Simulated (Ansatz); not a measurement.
## [H···H···F], doublet in cc-pVDZ: errors against full CI

Geometry: a point of a hydrogen-transfer path between rigid fragments, not a stationary point.

| atom | x (Å) | y (Å) | z (Å) |
| --- | --- | --- | --- |
| H | 0.0000 | 0.0000 | -1.0773 |
| H | 0.0000 | 0.0000 | 0.0187 |
| F | 0.0000 | 0.0000 | 1.0587 |

Basis cc-pVDZ; Ansatz 0.2.0. Correlated methods freeze the noble-gas cores, which leaves 9 electrons in 23 orbitals. R marks a restricted (for open shells ROHF) determinant, U an unrestricted one. Active spaces: pair = (3e, 3o) about the gap; valence = (9e, 6o) chosen from the atoms' valence shells.

Full CI is exact within this basis and frozen core; it isn't the basis-set limit. The frozen core follows each run's orbitals, which can shift R against U totals by a few meV.

For open shells CISD is restricted-active-space CI with the open shells as a complete middle space.

* UHF ⟨S²⟩: 0.765
* T1 diagnostic (RCCSD): 0.0219
* largest doubles amplitude (RCCSD): 0.044
* T1 diagnostic (UCCSD): 0.0121

```json
{"level": "UHF", "E − E(RHF) (eV)": "-0.1006"}
{"level": "RMP2", "E − E(RHF) (eV)": "-5.8053"}
{"level": "UMP2", "E − E(RHF) (eV)": "-5.7927"}
{"level": "RCCSD", "E − E(RHF) (eV)": "-5.9877"}
{"level": "UCCSD", "E − E(RHF) (eV)": "-5.9910"}
{"level": "RCCSD(T)", "E − E(RHF) (eV)": "-6.0596"}
{"level": "UCCSD(T)", "E − E(RHF) (eV)": "-6.0605"}
```

Problem. Estimate how far full CI in cc-pVDZ lies from RCCSD(T). The table doesn't fix it; the size of (T) and the diagnostics are the guide.

Solution. Full CI in cc-pVDZ lies 0.44 kcal/mol below RCCSD(T), which is 26 % of the (T) step (-1.66 kcal/mol). The diagnostics give no warning, yet the rest is a sizeable part of (T).

The other levels:

```
                     level  E − E(full CI) (kcal/mol)  share of correlation (%)    wall time
                      CISD                       7.14                     94.90       0.49 s
                   BCCD(T)                       0.41                     99.71       0.55 s
                    RCCSDT                       0.30                     99.79            –
                    UCCSDT                       0.30                     99.79            –
                 RCCSDT(Q)                      -0.01                    100.00        3.9 s
                 UCCSDT(Q)                      -0.01                    100.01        3.2 s
                   RCCSDTQ                       0.01                     99.99  11 s (H100)
                   UCCSDTQ                       0.01                     99.99  16 s (H100)
       CASSCF (pair space)                     121.67                     13.20            –
       NEVPT2 (pair space)                       4.53                     96.77       0.16 s
       MRCISD (pair space)                       5.37                     96.17            –
     MRCISD+Q (pair space)                       1.03                     99.26       0.28 s
    CASSCF (valence space)                     120.64                     13.93            –
    NEVPT2 (valence space)                      14.52                     89.64       0.15 s
NEVPT4(SD) (valence space)                       1.72                     98.77       0.43 s
    MRCISD (valence space)                       5.15                     96.33            –
  MRCISD+Q (valence space)                       0.90                     99.36       0.46 s
```

The correlation energy at full CI, counted from RHF, is -6.078 eV. That run took 10 s on 2 threads of AMD EPYC 7R13 with a shared H100 80 GB, shared host over 74,488,220 determinants.

Times hold each run's SCF and search for its determinant on a shared host, so for small cases they say little of a method's own cost; rows without a card ran on 1 thread of AMD EPYC 7R13.

The full-CI state has the irrep A1 of C2v, in the program's axes (one component, if the state is degenerate).

Natural occupations of full CI about the gap: 1.988 1.978 1.978 1.957 1.002 0.032 0.016 0.016 0.009 0.004; effectively unpaired electrons, Σ n²(2−n)², 1.02.
